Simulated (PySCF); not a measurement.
Rock-salt NaCl: correlation energy from several methods in one and the same small orbital space (PySCF; 2 atoms at the zone centre, 8 electrons in 16 orbitals, empty ones MP2 natural orbitals of a TZ basis, lattice constant set to 5.9221 Å). Its volume lies 16 % above that of the crystal's usual cell. It tests the methods against each other and lies far from the crystal's limit.

```json
[
 {"method": "MP2", "E_corr (eV per atom)": "-1.9715", "share of full CI (%)": "84.0", "error (meV)": "375"},
 {"method": "CCSD", "E_corr (eV per atom)": "-2.3089", "share of full CI (%)": "98.4", "error (meV)": "38"},
 {"method": "CCSD(T)", "E_corr (eV per atom)": "-2.3392", "share of full CI (%)": "99.7", "error (meV)": "8"},
 {"method": "CCSDT", "E_corr (eV per atom)": "-2.3430", "share of full CI (%)": "99.8", "error (meV)": "4"},
 {"method": "CCSDT(Q)", "E_corr (eV per atom)": "-2.3464", "share of full CI (%)": "100.0", "error (meV)": "1"},
 {"method": "CCSDTQ", "E_corr (eV per atom)": "-2.3468", "share of full CI (%)": "100.0", "error (meV)": "0"},
 {"method": "full CI", "E_corr (eV per atom)": "-2.3469", "share of full CI (%)": "100.0", "error (meV)": "0"}
]
```

The Hartree–Fock determinant has a weight of 0.93 in the full CI state.

MP2, (T) and (Q) use filled levels shifted down by the Madelung term, which in so small a cell is a large part of the gap, so these rows hang on it.
